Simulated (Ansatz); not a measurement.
Gas-phase electronic energies from Ansatz, PBE0-D4/def2-TZVP geometries. CBS: MP2 limit from def2 TZ/QZ plus the TZ coupled-cluster correction, frozen cores. This one scheme is used for every species. Double bonds are as drawn, so ΔE can hold a change between cis and trans. DFT in def2-TZVPP. Each species was taken in one conformer, which may not be the lowest.

`C/C=C/CF` + ethane → `C/C=C/CCC` + H–F  (formal exchange of groups at a C–F bond)

```json
{"level": "B97M-V", "ΔE (kcal/mol)": "-7.2"}
{"level": "B2PLYP", "ΔE (kcal/mol)": "-7.9"}
{"level": "PBE-QIDH", "ΔE (kcal/mol)": "-11.0"}
{"level": "RPA@PBE/def2-TZVPP", "ΔE (kcal/mol)": "-9.8"}
```

Question: What does CCSD(T)/CBS give? (Best estimate.)

Answer: Ansatz gave: -12.2 kcal/mol. The listed levels differ from it by 5.0, 4.3, 1.2, 2.4 kcal/mol.

Largest T1 diagnostic among the species: 0.010.

From PBE to PBE0 (25 % exact exchange), in def2-TZVPP and without D4, ΔE moves by −1.2 kcal/mol. At CCSD(T), def2-SVP lies +3.8 kcal/mol from the extrapolated value and def2-TZVPP +1.0 kcal/mol.
